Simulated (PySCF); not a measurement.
Method: PySCF, delta-SCF UKS SCAN, pcX-2 on the ionised atom, pcseg-1 elsewhere, spin-free X2C. Geometries: PBE0-D3(BJ)/def2-SVP; isolated species, one conformer each. Kα1 is taken as the energy difference of the 1s-hole and 2p3/2-hole states at the ground state's geometry. For 2p shells one spin-free hole was relaxed; a mean-field spin–orbit operator and the ground-state splitting of the three 2p orbitals were then diagonalised within the shell. The shell's mean is (2 × 2p3/2 + 2p1/2)/3, and the degeneracies 2j + 1 give areas of 2:1.

```
                     site  P 2p3/2 (eV)
phosphorus in `FBP[SiH3]`        136.21
phosphorus in `BP[SiH2]F`        136.43
phosphorus in `C#P` (CHP)        137.25
```

Problem. What are the P 1s binding energies, and the Kα1 emission energies that follow?

Solution. 
| site | bonded to | 1s (eV) | 2p3/2 (eV) | Kα1 = 1s − 2p3/2 (eV) |
| --- | --- | --- | --- | --- |
| phosphorus in `FBP[SiH3]` | H, B and Si | 2149.67 | 136.21 | 2013.46 |
| phosphorus in `BP[SiH2]F` | H, B and Si | 2149.87 | 136.43 | 2013.44 |
| phosphorus in `C#P` (CHP) | C (triple bond) | 2150.77 | 137.25 | 2013.52 |

Ranges: 1s 1.10 eV, 2p3/2 1.04 eV, Kα1 0.08 eV. A straight-line fit of 1s on 2p3/2 has slope 1.07.
